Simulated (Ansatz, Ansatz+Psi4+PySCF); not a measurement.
```yaml
atoms:
  - { symbol: C, position_ang: [0.0000, 0.0000, 0.6656] }
  - { symbol: C, position_ang: [0.0000, 0.0000, -0.6656] }
  - { symbol: H, position_ang: [0.0000, 0.9215, 1.2317] }
  - { symbol: H, position_ang: [0.0000, -0.9215, 1.2317] }
  - { symbol: H, position_ang: [0.0000, 0.9215, -1.2317] }
  - { symbol: H, position_ang: [0.0000, -0.9215, -1.2317] }
```

Basis set: cc-pVTZ (spherical functions). Left uncorrelated: 2 orbitals. Charge 0, multiplicity 1.

Computed with Ansatz (development build ahead of 0.2.0); each method stands on the lowest determinant of its kind that the runs found. Restricted open shells among the atoms or ions are ROHF, correlated in semicanonical orbitals with singles.

The atomization energy at this shape (free ground-state atoms in the same class of orbitals less the molecule, no zero-point energy) of singlet C₂H₄:

```
     method  atomization energy
RHF-CCSD(T)       2305.5 kJ/mol
```

Task: What does RHF-MP2 give?

Result: 2319.2 kJ/mol.
